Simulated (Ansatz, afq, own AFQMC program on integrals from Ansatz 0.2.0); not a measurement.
## CHO, doublet → CHO⁺, triplet

```csv
atom,x (Å),y (Å),z (Å)
O,0.0000,-0.1013,0.5002
C,0.0000,0.0736,-0.7526
H,0.0000,0.7302,1.0271
```

Connectivity, by distances: OH–C.

E(triplet, charge +1) − E(doublet, charge +0) at this geometry, on UHF and UHF determinants.

Basis cc-pVQZ. Noble-gas cores (and the filled d shells of Ga–Kr and In–Xe) are frozen. AFQMC by an in-house program on the Cholesky factors that Ansatz 0.2.0 writes for its CCSD(T) run. The CISD trial takes its coefficients from CCSD amplitudes. Released means that phaseless walkers are propagated on without the constraint, phases kept. ± is one standard error of the sampling. The errors of all members are added in quadrature.

No full CI on the walks' own integrals is used here. The released AFQMC energy serves as the reference, which it does only where one determinant dominates, the energy is flat over the last release times and near the phaseless one (40 meV or 2 meV an electron, half that with transition metals). On small molecules, where full CI could be run and the noise was under 10 meV, such values lay within 10 meV of it in 19 cases of 20, a flattering rate, since the rule was set on those same cases; what remains of the bias isn't in the error bar. Each member takes its own surest rung, up to full CI.

Errors are counted within cc-pVQZ, not against nature.

Cautions: CHO (doublet): the released value is read at 1.62 1/Eh, later times being too noisy (meV from the phaseless value at times in 1/Eh: -14 ± 6 at 0.24, -9 ± 6 at 0.51, -2 ± 6 at 0.99, 1 ± 8 at 1.62, -21 ± 15 at 2.40); CHO⁺ (triplet): another spin lies lower, unrestricted determinant slightly spin contaminated (⟨S²⟩ 2.06 against 2.00), the released value is read at 1.62 1/Eh with a noise of 13 meV, more than in the cases checked, later times being too noisy (meV from the phaseless value at times in 1/Eh: -16 ± 8 at 0.24, -20 ± 6 at 0.51, -25 ± 7 at 0.99, -21 ± 13 at 1.62, 22 ± 37 at 2.40); this isn't the first ionization.

Reference (AFQMC with the constraint released): 1173.0 ± 1.5 kJ/mol.

```
        level  vertical ionization energy (kJ/mol)  error against released AFQMC (kJ/mol)
           HF                               1048.5                           -124.5 ± 1.5
          MP2                               1162.5                            -10.5 ± 1.5
         CCSD                               1172.9                             -0.1 ± 1.5
      CCSD(T)                               1175.7                              2.6 ± 1.5
ph-AFQMC/CISD                         1175.2 ± 0.9                              2.2 ± 1.8
```

Correlation beyond CCSD(T) changes it by less than twice the noise. The perturbative (T) step is worth +2.7 kJ/mol.

A walk keeps the symmetry of its determinant, which the program's search chose and which needn't be the lowest solution, so a lower state of the same spin and another symmetry isn't excluded. Released energies are given only where the last usable release times agree within the noise; a slower fall can still hide under it.
